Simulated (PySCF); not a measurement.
# CClO2: the cost of one run

Computed with PySCF 2.14.0; each step states its level. No surroundings beyond the atoms listed, unless a continuum is named. Atoms count from 0, parts from 1.

## (1) Starting point

4 atoms, charge -1, multiplicity 1; geometry: GFN2-xTB. Parts: 1 = atom 0, `[Cl-]`, charge -1; 2 = atoms 1–3, `O=C=O`, charge 0.

## (2) Relaxing the molecule at PBE0-D3(BJ)/def2-SVPD

The job: settings as JSON, then the geometry in Å.

```
{"job": {"xc": "PBE0", "basis": "def2-SVPD", "d3": "d3bj", "grid": 2, "kind": "geom"}, "charge": -1, "multiplicity": 1, "parts": [{"atoms": "0-0", "charge": -1, "multiplicity": 1}, {"atoms": "1-3", "charge": 0, "multiplicity": 1}]}
Cl    -0.122273     0.034533    -0.198098
O     -1.033742     1.928009    -1.901215
C     -1.146270     0.755415    -1.916820
O     -1.577334    -0.192849    -2.467098
```

The run is started by

```bash
$ OMP_NUM_THREADS=1 python cluster_run.py task.json out
```

The driver reads the jobs from task.json and runs them one after another.

Q: Estimate the wall time and peak memory of this first job on 1 thread of Arm Neoverse N1, shared host.

About 48 s, with a peak of 0.42 GiB.
